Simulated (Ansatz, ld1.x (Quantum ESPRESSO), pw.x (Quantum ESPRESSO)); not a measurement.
Sc (bcc): variants of one TM potential in the solid

```
Element                 : Sc (Z = 21)
Generator               : ld1.x (Quantum ESPRESSO) 7.5
Type                    : norm-conserving Troullier–Martins (Kleinman–Bylander form)
Functional              : PBEsol
Relativity              : scalar-relativistic
Frozen core             : [Ar]
Valence charge          : 3
Reference configuration : 3d1 4s2 4p0
Partial waves           : 4p (bound, empty): rc 2.70 bohr; 3d (bound): rc 2.95 bohr; 4s (bound): rc 3.15 bohr
Local potential         : the s channel
Core correction         : none
```

Crystal test: bcc Sc in pw.x 7.5, no spin, 13³ k-points, Fermi–Dirac smearing 0.01 Ry, cutoffs set for each file from its atomic test. The reference is all-electron LAPW (Ansatz 0.2.0) with the same functional, mesh and smearing; V0 and B0 come from Birch–Murnaghan fits to the pressures at five volumes. Errors are pseudo minus all-electron; Δ is the rms difference of the E(V) curves that follow from these fits, minima aligned, over ±6 % about the mean V0. Mesh and smearing are coarse, so the numbers serve the comparison and aren't converged zero-temperature values; the lattice is a test structure that the element need not adopt.

All-electron: a0 = 3.635 Å (V0 = 24.01 Å³/atom), B0 = 54.6 GPa.

Base: The largest radius (3.15 bohr) exceeds half the bond length (2.97 bohr), so the spheres overlap, which is one possible source of error among others. This is a poor potential for the solid. Atomic configuration tests: 1 of 7 tests not solved or not reliable.

1 further variants are left out: they gave no file fit for a test, a broken result, the same result as the base, or pressures whose basis-set error rivals the error shown.

A dash in a converged row means that the minimum lies outside the volumes sampled.

| change | cutoffs (Ry) | pw.x | a0 (Å) | a0 error (%) | B0 error (%) | Δ (meV/atom) | mean pressure error (GPa) |
| --- | --- | --- | --- | --- | --- | --- | --- |
| base | 40/160 | converged | – | – | – | – | +3.36 |
| core correction a·sin(br)/r model core inside 1.54 bohr | 50/200 | converged | – | – | – | – | +3.31 |
| local potential the d channel | 40/160 | converged; bound ghost | – | – | – | – | +26.88 |
| all radii scaled by about 1.13 (s 3.58, p 3.06, d 3.34 bohr) | 35/140 | converged | 3.680 | +1.25 | -7.5 | 10.4 | +1.98 |
| wave 3d (bound): rc 2.95 bohr becomes 3d (bound): rc 4.16 bohr | 35/140 | converged | – | – | – | – | +2.65 |
